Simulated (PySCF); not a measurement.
# CHFO (formyl fluoride) at 6 levels

Aim: a comparison of 6 runs (B2PLYP/STO-6G, UPBE0/STO-6G, CCSDT(Q)/STO-6G, CCSDTQ/STO-6G, CISD/STO-6G, FCI/STO-6G) of CHFO (formyl fluoride). 

The results are computed with PySCF 2.14.0.

6 further runs of the same task are left out: 1 that didn't finish, 5 set aside as unsound or not needed.

### 1 The structure to begin with

CHFO: 4 atoms, total charge 0, spin state singlet. As SMILES, `O=CF`. The C2–F3 distance was set to 2.939 Å, away from the relaxed value. At this shape a bond of the SMILES string is far longer than usual.

Bond lengths: O1–C2 1.174 Å, C2–H4 1.097 Å. Angles: O1–C2–H4 127.8°.

### 2 A single-point energy at B2PLYP/STO-6G (run 1)

File input.py:

```python
from pyscf import gto, dft, mp

mol = gto.Mole()
mol.atom = 'O -1.647282 1.592417 1.071875; C -0.804342 1.458757 0.265755; F 0.585200 -1.091810 -0.181820; H -0.407402 2.214357 -0.423415'
mol.basis = 'sto-6g'
mol.spin = 0
mol.max_memory = 1860
mol.verbose = 3
mol.build()

mf = dft.RKS(mol)
mf.xc = '0.53*HF + 0.47*B88, 0.73*LYP'
mf.conv_tol = 1e-10
mf.grids.level = 5
mf.kernel()
if not mf.converged:
    mf = mf.newton().run(mf.mo_coeff, mf.mo_occ)

pt = mp.MP2(mf, frozen=3).run()
energy = mf.e_tot + 0.27 * pt.e_corr
print('PT2 part  %.8f' % (0.27 * pt.e_corr))
print('Final energy', energy)
```

Started as:

```bash
$ OMP_NUM_THREADS=1 python input.py
```

Output:

```text
converged SCF energy = -212.178126580114
E(RMP2) = -212.707413022808  E_corr = -0.529286442693901
E(SCS-RMP2) = -212.772325262426  E_corr = -0.594198682311605
PT2 part  -0.14290734
Final energy -212.32103391964156
```

Wall time 5.1 s (1 thread of Arm Neoverse V1, shared host); peak memory 0.18 GiB.

### 3 The energy at UPBE0/STO-6G (run 2)

File input.py:

```python
from pyscf import gto, dft

system = gto.M(
    atom='''
O     -3.112912     3.009232     2.025550
C     -1.519986     2.756651     0.502204
F      1.105868    -2.063222    -0.343590
H     -0.769878     4.184528    -0.800138
''',
    max_memory=1860,
    spin=0,
    unit='bohr',
    verbose=3,
    basis='sto-6g',
)

mf = dft.UKS(system, xc='pbe0')
mf.conv_tol = 1e-10
mf.grids.level = 5
mf.kernel()
if not mf.converged:
    mf = mf.newton().run(mf.mo_coeff, mf.mo_occ)
for _ in range(3):
    mo, _, stable, _ = mf.stability(return_status=True)
    if stable:
        break
    mf.kernel(mf.make_rdm1(mo, mf.mo_occ))

e_final = mf.e_tot
print('Final energy', e_final)
```

Started as:

```bash
$ OMP_NUM_THREADS=1 python input.py
```

Output:

```text
WARN: HOMO -0.0245563118931027 >= LUMO -0.0244373822363479

SCF not converged.
SCF energy = -212.28872918328 after 50 cycles  <S^2> = 0.043983417  2S+1 = 1.0844048
converged SCF energy = -212.352710393994  <S^2> = 0.59531268  2S+1 = 1.8388177
<class 'pyscf.soscf.newton_ah.SecondOrderUKS'> wavefunction has an internal instability

WARN: Newton solver expects mo_coeff with mo_occ as initial guess but mo_occ is not found in the arguments.
      The given argument is treated as density matrix.

converged SCF energy = -212.420841266502  <S^2> = 0.97933449  2S+1 = 2.2175071
<class 'pyscf.soscf.newton_ah.SecondOrderUKS'> wavefunction is stable in the internal stability analysis
Final energy -212.4208412665016
```

Wall time 50 s (1 thread of Arm Neoverse V1, shared host); peak memory 0.38 GiB.

Runs 3 to 5 aren't shown in full; the table further down has their settings and results.

### 4 The energy at FCI/STO-6G (run 6)

File input.py:

```python
from pyscf import gto, scf, mcscf
from pyscf import fci

mol = gto.M(
    atom=[
    ('O', (-1.647282, 1.592417, 1.071875)),
    ('C', (-0.804342, 1.458757, 0.265755)),
    ('F', (0.585200, -1.091810, -0.181820)),
    ('H', (-0.407402, 2.214357, -0.423415)),
],
    verbose=3,
    basis='sto-6g',
    max_memory=1860,
    spin=0,
)

mf = scf.RHF(mol)
mf.conv_tol = 1e-10
mf.kernel()
if not mf.converged:
    mf = mf.newton().run(mf.mo_coeff, mf.mo_occ)

cas = mcscf.CASCI(mf, mf.mo_coeff.shape[-1] - 3, (mol.nelec[0] - 3, mol.nelec[1] - 3))  # full CI above the frozen core
cas.fcisolver = fci.direct_spin0.FCI(mol)  # even spin states alone
cas.kernel()
print('<S^2> = %.4f' % cas.fcisolver.spin_square(cas.ci, cas.ncas, cas.nelecas)[0])
etot = cas.e_tot
print('E(%s) = %.9f' % ('FCI', etot))
```

Started as:

```bash
$ OMP_NUM_THREADS=1 python input.py
```

Output:

```text
SCF not converged.
SCF energy = -211.468744732011
converged SCF energy = -211.468744750805
CASCI E = -211.864892643719  E(CI) = -71.4221957016519  S^2 = 0.0000000
<S^2> = 0.0000
E(FCI) = -211.864892644
```

Wall time 44 s (1 thread of Arm Neoverse V1, shared host); peak memory 0.23 GiB.

### 5 All runs side by side

| run | level | frozen core orbitals | follow instability | energy (Eh) | dipole moment (D) of the reference | HOMO energy (eV) | LUMO energy (eV) | wall time |
| --- | --- | --- | --- | --- | --- | --- | --- | --- |
| 1 | B2PLYP/STO-6G | 3 | – | -212.321034 | 2.72 | -3.62 | -0.26 | 5.1 s |
| 2 | UPBE0/STO-6G | – | yes | -212.420841 | 1.19 | -3.52 | 0.72 | 50 s |
| 3 | CCSDT(Q)/STO-6G | 3 | – | -211.865648 | 3.09 | -4.44 | 1.40 | 4.8 s |
| 4 | CCSDTQ/STO-6G | 3 | – | -211.864769 | 3.09 | -4.44 | 1.40 | 55 s |
| 5 | CISD/STO-6G | 3 | – | -211.793101 | 3.09 | -4.44 | 1.40 | 1 s |
| 6 | FCI/STO-6G | 3 | – | -211.864893 | 3.09 | -4.44 | 1.40 | 44 s |

### 6 Summary of results

```
                                          quantity          value
                               run 6: total energy  -211.86489 Eh
       run 6: dipole moment (Hartree–Fock density)         3.09 D
        run 6: HOMO energy (Hartree–Fock orbitals)       -4.44 eV
        run 6: LUMO energy (Hartree–Fock orbitals)        1.40 eV
      run 6: HOMO–LUMO gap (Hartree–Fock orbitals)        5.84 eV
run 6: correlation energy (3 core orbitals frozen)     -396.1 mEh
```

What this shows: Against full CI in this basis: CCSDT(Q) -0.8 mEh; CCSDTQ +0.1 mEh; CISD +71.8 mEh. Totals of different functionals can't be ranked against each other. In runs 1, 2, 3, 4, 5, 6 the basis is minimal, so the values are rough. In runs 1, 5 a closed-shell determinant meets a far-stretched bond, which it describes badly. Spin contamination of the reference: run 2 ⟨S²⟩ = 0.98. Where it is this large, the reference is a mixture of spin states, and values that rest on it are in doubt. All runs together took 2.7 min, the longest 55 s.
